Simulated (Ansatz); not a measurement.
Worked example: correlation energy of H2Ga–AsH2, singlet

Geometry: a PBE0/def2-TZVP stationary point for this spin, not checked as a minimum.

```xyz
6

Ga    0.0215    0.0000    1.2397
As   -0.0461    0.0000   -1.1734
H    -0.0154    1.3668    2.0118
H    -0.0154   -1.3668    2.0118
H     0.9876    1.1100   -1.2806
H     0.9876   -1.1100   -1.2806
```

Basis cc-pVTZ; Ansatz 0.2.0. Only valence electrons are correlated (noble-gas cores and the filled d shells of p-block atoms frozen), which leaves 12 electrons in 114 orbitals. Prefix R: restricted or restricted open-shell reference. No spin–orbit coupling is included, and no scalar relativity.

Full CI isn't at hand for all of this; RCCSDT(Q) serves as the reference, and is uncertain by the last step of the cluster series or more.

RCCSD has a T1 diagnostic of 0.013 and a largest doubles amplitude of 0.04.

Runs differ by some tens of microhartree through their thresholds, so steps under 0.03 kcal/mol mean nothing.

| level | total energy (hartree) |
| --- | --- |
| RHF | -4159.850513 |
| RMP2 | -4160.077078 |
| RCCSD | -4160.114997 |
| RCCSD(T) | -4160.123986 |
| RCCSDT | -4160.125081 |
| RCCSDT(Q) | -4160.125504 |

Question: What is the correlation energy at RCCSDT(Q), and what share of it do RMP2 and RCCSDT recover?

Answer: E(corr) = -4160.125504 − (-4159.850513) = -0.274991 hartree = -7.483 eV. RMP2: -0.226565 / -0.274991 = 82.39 %. RCCSDT: -0.274568 / -0.274991 = 99.85 %.

Question: By how many kcal/mol does RCCSD(T) miss RCCSDT(Q) (1 hartree = 627.509 kcal/mol), and which steps make up the rest?

Answer: -4160.123986 − (-4160.125504) = 0.001518 hartree = 0.95 kcal/mol. Steps: RCCSDT − RCCSD(T) = -0.69, RCCSDT(Q) − RCCSDT = -0.27 kcal/mol. Differences between like states or geometries often cancel part of this.
